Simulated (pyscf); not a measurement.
# Four-centre exchange: H₂Al–Cl + NH₃ → H₂N–AlH–Cl + H₂

Gas phase, singlet surface, charge 0. Bonds broken: Al2–H3, N5–H6. Bonds formed: Al2–N5, H3–H6. PySCF, gas phase, ωB97X-D3(BJ)/def2-SVP geometries.

Transition state (Å):

```xyz
8

Cl    -0.7567     0.5930     2.1728
Al    -1.4362    -0.1662     0.3222
H     -1.9498     1.2541    -0.6857
H     -2.5361    -1.2881     0.2388
N     -0.1068    -0.1122    -1.0244
H     -1.1309     0.8773    -1.1163
H      0.8147     0.2757    -0.8250
H     -0.0265    -0.8159    -1.7569
```

One imaginary mode, 1295i cm⁻¹; descent along it reached the two sides named, in the forms told below.

```json
[
 {"bond": "Al2–H3", "change": "breaks", "reactant side (Å)": "1.591", "saddle": "1.816", "product side": "2.517"},
 {"bond": "N5–H6", "change": "breaks", "reactant side (Å)": "1.022", "saddle": "1.427", "product side": "3.2"},
 {"bond": "Al2–N5", "change": "forms", "reactant side (Å)": "2.065", "saddle": "1.893", "product side": "1.765"},
 {"bond": "H3–H6", "change": "forms", "reactant side (Å)": "2.9", "saddle": "0.999", "product side": "0.762"}
]
```

Electronic energies relative to the separated reactants (kJ/mol):

```tsv
level	barrier	reaction energy	reverse barrier
ωB97X-D3(BJ)/def2-TZVP	-0.7	-82.6	81.9
PBE/def2-TZVP	-11.7	-76.8	65.1
r²SCAN/def2-TZVP	-17.0	-86.9	69.9
B3LYP-D3(BJ)/def2-TZVP	0.2	-82.0	82.2
PBE0-D3(BJ)/def2-TZVP	-9.3	-76.9	67.6
M06-2X/def2-TZVP	-4.6	-95.2	90.6
ωB97M-D3(BJ)/def2-TZVP	5.5	-79.2	84.7
HF/def2-TZVP	63.8	-65.8	129.6
```

With ωB97M-D3(BJ)/def2-TZVP energies and thermal terms (ideal gas, 1 atm, RRHO with modes under 100 cm⁻¹ raised to 100, one conformer, R ln 2 for chiral ones without a mode under 150 cm⁻¹), in kJ/mol:

```json
[
 {"T (K)": "298", "ΔH‡": "-0.4", "ΔG‡": "41.0", "ΔH": "-89.9", "ΔG": "-83.4"},
 {"T (K)": "600", "ΔH‡": "0.6", "ΔG‡": "82.8", "ΔH": "-84.3", "ΔG": "-79.1"},
 {"T (K)": "900", "ΔH‡": "3.5", "ΔG‡": "123.3", "ΔH": "-80.0", "ΔG": "-77.4"},
 {"T (K)": "1200", "ΔH‡": "7.0", "ΔG‡": "162.7", "ΔH": "-76.9", "ΔG": "-77.1"}
]
```

On the reactant side the descent ends in an adduct with a Al–N contact, 144.1 kJ/mol under the separated species and 143.3 kJ/mol under the saddle at ωB97X-D3(BJ)/def2-TZVP. At ωB97X-D3(BJ)/def2-TZVP, PBE, r²SCAN, PBE0-D3(BJ), M06-2X the saddle lies under the separated reactants, which points to a path from their complex (located at ωB97X-D3(BJ) alone). What is counted as formed (Al–N) is already present as a longer contact in the reactant adduct; forming that adduct is a step of its own. At the saddle there is also a short Al–H contact that neither side keeps. One saddle was located; it need not be the lowest between these sides.
